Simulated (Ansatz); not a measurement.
# C2H3NO (SMILES NC1=CO1): single points off equilibrium

A test off equilibrium: a frame of a short trajectory is computed at several levels, and each is set against CCSD(T).

Program: Ansatz 0.2.0, Gaussian basis. Level of theory: single points in def2-TZVPP. These are calculated values, not measurements.

Cores are frozen in the correlated methods.

## Step 1: The system as given

SMILES `NC1=CO1`, 7 atoms, charge 0, spin multiplicity 1.

Atoms are counted from 1 here; the program's logs count them from 0.

Bond lengths: N1–C2 1.331 Å, N1–H5 1.086 Å, N1–H6 0.981 Å, C2–C3 1.385 Å, C2–O4 1.283 Å, C3–H7 1.161 Å. Angles: C2–N1–H5 124.4°, C2–N1–H6 111.9°, H5–N1–H6 123.3°, N1–C2–C3 146.5°, N1–C2–O4 132.9°, C3–C2–O4 75.6°, C2–C3–H7 114.0°.

As a file:

```xyz
7

N    -0.7279    0.8946   -0.2502
C    -0.0141   -0.1922    0.0326
C     1.2504   -0.7438    0.1520
O    -0.1846   -1.4388   -0.2189
H    -1.7807    0.8857   -0.5156
H    -0.2168    1.7179   -0.1004
H     1.5515   -1.0035    1.2433
```

## Step 2: PBE-D4/def2-TZVPP

Contents of run/in.yaml:

```yaml
crystal:
  periodic: [false, false, false]
  atoms:
    - {symbol: N, position_ang: [-0.727885, 0.894551, -0.250220]}
    - {symbol: C, position_ang: [-0.014057, -0.192247, 0.032646]}
    - {symbol: C, position_ang: [1.250350, -0.743802, 0.152042]}
    - {symbol: O, position_ang: [-0.184611, -1.438828, -0.218854]}
    - {symbol: H, position_ang: [-1.780690, 0.885745, -0.515629]}
    - {symbol: H, position_ang: [-0.216779, 1.717889, -0.100427]}
    - {symbol: H, position_ang: [1.551518, -1.003529, 1.243253]}
basis:
  gaussian: {orbitals: def2-TZVPP}
hamiltonian: {xc: pbe, dispersion: d4}
output: {forces: true}
```

Command:

```bash
ansatz run in.yaml --threads 2 --pin off --events-out ev --progress --plain --max-ram 3481MiB
```

## Step 3: r2SCAN-D4/def2-TZVPP

run/in.yaml: that of step 2 with these lines changed.

```diff
@@ -12,3 +12,3 @@
   gaussian: {orbitals: def2-TZVPP}
-hamiltonian: {xc: pbe, dispersion: d4}
+hamiltonian: {xc: r2scan, dispersion: d4}
 output: {forces: true}
```

## Step 4: PBE0-D4/def2-TZVPP

run/in.yaml: that of step 3 with these lines changed.

```diff
@@ -12,3 +12,3 @@
   gaussian: {orbitals: def2-TZVPP}
-hamiltonian: {xc: r2scan, dispersion: d4}
-output: {forces: true}
+hamiltonian: {xc: pbe0, dispersion: d4}
+output: {forces: true, orbitals: {seedname: orbitals}}
```

## Step 5: wB97M-V/def2-TZVPP

run/in.yaml: that of step 4 with these lines changed.

```diff
@@ -12,3 +12,3 @@
   gaussian: {orbitals: def2-TZVPP}
-hamiltonian: {xc: pbe0, dispersion: d4}
-output: {forces: true, orbitals: {seedname: orbitals}}
+hamiltonian: {xc: {name: wB97M-V}}
+output: {forces: true}
```

## Step 6: CCSD(T)/def2-TZVPP

run/in.yaml: that of step 5 with these lines changed.

```diff
@@ -12,3 +12,3 @@
   gaussian: {orbitals: def2-TZVPP}
-hamiltonian: {xc: {name: wB97M-V}}
+correlation: {method: ccsd_t}
 output: {forces: true}
```

(Steps that only read results are left out.)

What does the calculation give? Wanted: energy less free atoms, CCSD(T)/def2-TZVPP; RMS force component; RMS force error; HOMO and LUMO, PBE0-D4; T1 diagnostic.

As calculated:

```
                                  quantity                                                             value
energy less free atoms, CCSD(T)/def2-TZVPP                                                   -608.9 kcal/mol
                       RMS force component                              1.290 to 1.369 eV/Å over the methods
                           RMS force error  PBE-D4 0.238, r2SCAN-D4 0.166, PBE0-D4 0.293, wB97M-V 0.235 eV/Å
                    HOMO and LUMO, PBE0-D4                                                -5.66 and -0.19 eV
                             T1 diagnostic                                                             0.021
```

In words: Against CCSD(T) the functionals' energies less atoms differ by -65.0 to -29.7 kcal/mol, PBE-D4 by -65.0 kcal/mol. The reference is not at the basis limit: in triple zeta CCSD(T) underbinds, which counts against methods that bind more; the gaps are no ranking. The forces of r2SCAN-D4 come nearest to CCSD(T), those of PBE0-D4 are farthest. Frozen-core CCSD(T) forces in triple zeta carry basis errors of their own, and this is one geometry, so small gaps rank nothing.
